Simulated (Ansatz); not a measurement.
Mulliken charges of C₂H₄O₂S, SMILES `O=C(O)CS` from r2SCAN/def2-TZVPP in Ansatz (PBE0-D4/def2-TZVP geometry).

```tsv
atom	x (Å)	y (Å)	z (Å)	charge (e)
O1	1.116	-1.346	0.923	-0.325
C2	0.691	-0.426	0.284	0.314
O3	1.308	0.766	0.211	-0.297
C4	-0.575	-0.440	-0.524	-0.030
S5	-1.895	0.504	0.283	-0.169
H6	2.092	0.710	0.775	0.229
H7	-0.930	-1.467	-0.584	0.094
H8	-0.398	-0.056	-1.529	0.082
H9	-1.319	1.708	0.144	0.102
```

Task: By hand: the dipole of these point charges (1 e Å = 4.8032 D).

Result: Σ q r = (0.028, 0.199, -0.294) e Å, of length 0.356 e Å = 1.71 D.

Task: How does the dipole of the full density compare? (Estimate.)

Result: The calculation gave: (0.151, 0.320, -0.276) e Å, 2.16 D; the point charges give 0.79 times that, at 21° from its direction.

Point charges leave out the atoms' own dipoles, such as those of lone pairs, and Mulliken's split depends on the basis, so the two needn't agree.
